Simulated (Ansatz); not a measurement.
Zinc-blende MnSe (metastable phase) was calculated with PBEsol in Ansatz (plane waves, PAW).

Settings: plane-wave cutoff 520 eV, 16×16×16 k mesh, Fermi–Dirac smearing 0.05 eV, spin-polarised start, scalar-relativistic PAW data made under PBE.

Computed at the level's own relaxed cell.

Estimate the lattice constant a and bulk modulus that the calculation returns.


* **lattice constant a**: 5.809 Å
* **bulk modulus**: 40.0 GPa

The run finds no gap.

Note: the magnetic order was assumed, not searched for or taken from measurement; the bulk modulus is −V dP/dV from two relaxed cells at ±2 % in volume.

The computed numbers hold no vibrational or temperature effects.

Ansatz is a program for electronic structure.
